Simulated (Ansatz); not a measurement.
Mulliken charges of `[B]=O` radical from PBE/def2-TZVPP in Ansatz (PBE0-D4/def2-TZVP geometry).

```
atom   x (Å)   y (Å)   z (Å)  charge (e)
  B1   0.512  -0.168   0.263       0.087
  O2  -0.512   0.168  -0.263      -0.087
```

Question: By hand: the dipole of these point charges (1 e Å = 4.8032 D).

Answer: Σ q r = (0.089, -0.029, 0.046) e Å, of length 0.104 e Å = 0.50 D.

Question: How does the dipole of the full density compare? (Best estimate.)

Answer: Computed: (0.379, -0.124, 0.195) e Å, 2.13 D; the point charges give 0.23 times that, at 0° from its direction.

Point charges leave out the atoms' own dipoles, such as those of lone pairs, and Mulliken's split depends on the basis, so the two needn't agree.
